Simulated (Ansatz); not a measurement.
Results of Hartree–Fock in Ansatz (PAW) for fluorite SrCl2.

Settings: plane-wave cutoff 460 eV, 6×6×6 k mesh, Fermi–Dirac smearing 0.01 eV, scalar-relativistic PAW data made under PBE.

Properties against volume:

| V (Å³/atom) | P (GPa) | direct gap at Γ (eV) | smallest gap on the k mesh (eV) |
|---|---|---|---|
| 29.809 | 1.80 | 13.675 | 13.253 |
| 30.794 | 0.61 | 13.510 | 13.104 |
| 31.378 | -0.01 | 13.416 | 13.019 |
| 32.162 | -0.74 | 13.293 | 12.909 |
| 32.947 | -1.37 | 13.175 | 12.801 |

The fundamental gap (13.02 eV at the equilibrium volume, on the SCF mesh) lies elsewhere than Γ–Γ.

Note: the cell is over a tenth larger than the published one (another phase or state, or a fault of the published cell, is possible).

Spin–orbit coupling is not included.

Ansatz is a program for electronic structure.
